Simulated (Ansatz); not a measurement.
Relaxation of AlFH4O (7 atoms, charge 0, multiplicity 1), to a largest force component of 0.03 eV/Å in at most 50 steps.

All numbers below come from Ansatz 0.2.0, RKS PBE/6-31G*.

```xyz
7
Properties=species:S:1:pos:R:3:forces:R:3
Al 0.027 -0.422 -0.468 0.01 -0.21 0.43
F -0.044 -0.117 2.391 -0.13 0.53 -0.28
H 1.420 0.311 -0.703 0.02 0.01 0.03
H -1.401 0.084 -0.989 -0.02 -0.02 0.02
O 0.152 -2.034 0.247 0.00 0.40 0.12
H -0.681 -2.541 0.256 -0.01 0.00 0.01
H 0.208 -1.002 2.193 0.13 -0.71 -0.33
```

Task: Where does it end, and by what steps?

Result: The run converged. After 14 steps the energy has fallen by 1.373 eV; H7 moved furthest, 1.00 Å. Parted: F2–H7 (0.94 → 2.05 Å). Joined: Al1–F2 (2.88 → 1.71 Å), O5–H7 (2.20 → 0.99 Å).

```json
{"step": "0", "energy less start (eV)": "0.0000", "largest force component (eV/Å)": "0.706", "accepted": "yes"}
{"step": "1", "energy less start (eV)": "-0.1806", "largest force component (eV/Å)": "0.541", "accepted": "yes"}
{"step": "2", "energy less start (eV)": "-0.4082", "largest force component (eV/Å)": "0.751", "accepted": "yes"}
{"step": "3", "energy less start (eV)": "-0.5753", "largest force component (eV/Å)": "0.927", "accepted": "yes"}
{"step": "4", "energy less start (eV)": "-0.6643", "largest force component (eV/Å)": "0.777", "accepted": "yes"}
{"step": "5", "energy less start (eV)": "-0.7503", "largest force component (eV/Å)": "1.361", "accepted": "yes"}
{"step": "6", "energy less start (eV)": "-0.7966", "largest force component (eV/Å)": "3.485", "accepted": "yes"}
{"step": "7", "energy less start (eV)": "-1.1742", "largest force component (eV/Å)": "1.017", "accepted": "yes"}
{"step": "8", "energy less start (eV)": "-1.3037", "largest force component (eV/Å)": "0.644", "accepted": "yes"}
{"step": "9", "energy less start (eV)": "-1.3572", "largest force component (eV/Å)": "0.393", "accepted": "yes"}
{"step": "10", "energy less start (eV)": "-1.3684", "largest force component (eV/Å)": "0.080", "accepted": "yes"}
{"step": "11", "energy less start (eV)": "-1.3695", "largest force component (eV/Å)": "0.183", "accepted": "yes"}
{"step": "12", "energy less start (eV)": "-1.3706", "largest force component (eV/Å)": "0.106", "accepted": "yes"}
{"step": "13", "energy less start (eV)": "-1.3698", "largest force component (eV/Å)": "0.075", "accepted": "no"}
{"step": "14", "energy less start (eV)": "-1.3727", "largest force component (eV/Å)": "0.016", "accepted": "yes"}
```

```xyz
7
Properties=species:S:1:pos:R:3
Al 0.065 -0.040 0.046
F -0.033 0.279 1.724
H 1.461 0.310 -0.652
H -1.341 -0.036 -0.740
O 0.147 -2.012 0.605
H -0.699 -2.458 0.384
H 0.079 -1.764 1.562
```

Whether the end is a true minimum wasn't checked by a vibrational analysis.

Time of the run: 23 s on 1 thread of Arm Neoverse V2, on a shared host, peak memory 0.12 GiB.
